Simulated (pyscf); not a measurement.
PySCF, gas phase, ωB97X-D3(BJ)/def2-SVP geometries.

Problem. For the elementary gas-phase step `[CH3][TeH]` + `[SH2]` → `[CH3][Te][SH]` + `[H][H]` (singlet surface; H–Te, H–S broken, S–Te, H–H formed), what barrier and reaction energy does ωB97M-D3(BJ)/def2-TZVP give, measured from the separated reactants?

Solution. ΔE‡ = 263.1 kJ/mol, ΔE = +3.6 kJ/mol. Zero-point energy shifts the barrier by -3.5 kJ/mol. It is a four-centre exchange, with an imaginary mode of 1909i cm⁻¹. This is the saddle that the search found; another between the same sides may lie lower. Elements past Kr carry the def2 core potentials, without spin-orbit coupling.
